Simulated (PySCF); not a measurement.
Phosphorus: highly charged ions in a basis for the neutral atom

P(9+) [He] 2s2 2p2, P(10+) [He] 2s2 2p1. Calculation: PySCF 2.14, in cc-pV(T+d)Z (5s4p3d1f, 39 functions); no relativity, point nucleus. No spin-orbit coupling, so a gap to NIST mixes the basis error with missing relativistic terms.

Changed run: basis of the neutral atom used for a highly charged ion. This setting is unsound on purpose.

```tsv
species	method	sound run (hartree)	changed run (hartree)	converged
P(9+)	UHF	not run	-291.40620	yes
P(9+)	M06-2X	not run	-291.60763	yes
P(9+)	BP86	not run	-291.60844	yes
P(10+)	UHF	not run	-275.77536	yes
P(10+)	M06-2X	not run	-275.96240	yes
P(10+)	BP86	not run	-275.96117	yes
```

Ionisation energy of P(9+):

```
method  changed run (eV)     NIST (eV)
   UHF            425.34  424.4 ± 0.09
M06-2X            425.73  424.4 ± 0.09
  BP86            425.78  424.4 ± 0.09
```

The contracted functions were made for the neutral atom and can be too rigid for a highly charged ion.
